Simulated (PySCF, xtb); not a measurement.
BF3, SMILES FB(F)F.

xtb with GFN2-xTB at its own geometry gives an orbital gap of 8.30 eV and a dipole moment of 0.00 D.

Coordinates come from a PBE-D3(BJ)/def2-TZVP optimisation. The isomer is the one that the SMILES or the coordinates give; other isomers of the formula were not compared.

Q: What does M06-2X/def2-TZVPD in PySCF give? (The exact figures need the calculation; the answer reports its results.)

A: gap 14.40 eV (levels -14.54 and -0.14 eV), dipole 0.00 D.
